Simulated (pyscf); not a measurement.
Single points on ωB97X-D3(BJ)/def2-SVP structures (PySCF, gas phase). Correlated levels are frozen-core, on RHF or UHF. ΔMP2 is the change of the MP2 total energy from the triple- to the quadruple-zeta basis.

Question: List the bond dissociation enthalpies at 298 K of HO–In(Cl)–Cl (SMILES [OH][In]([Cl])[Cl]) from CCSD(T)/def2-TZVPP + ΔMP2(QZVPP), from the weakest bond up.

Answer: In–O to OH• + [Cl–In–Cl]•: 351.3 kJ/mol; Cl–In to [HO–In–Cl]• + Cl•: 367.9 kJ/mol; H–O to •O–In(Cl)–Cl + H•: 498.3 kJ/mol. Ring and multiple bonds, and those that leave no two simple radicals, are not listed. The radicals are drawn with the spin at the cut bond; how far it spreads was not checked. Other isomers of •O–In(Cl)–Cl, [HO–In–Cl]• were not searched in full and may lie lower. The CCSD(T) − MP2 part came from Ansatz, without density fitting, on the same reference. The frozen core leaves the outer d or s,p core shells of the metals and heavy elements correlated in the MP2 and CC values, and def2-TZVPP describes them poorly, which can shift differences by a few kcal/mol. Left out: the spin-orbit lowering of Cl, OH. Elements past Kr carry the def2 core potentials, without spin-orbit coupling.
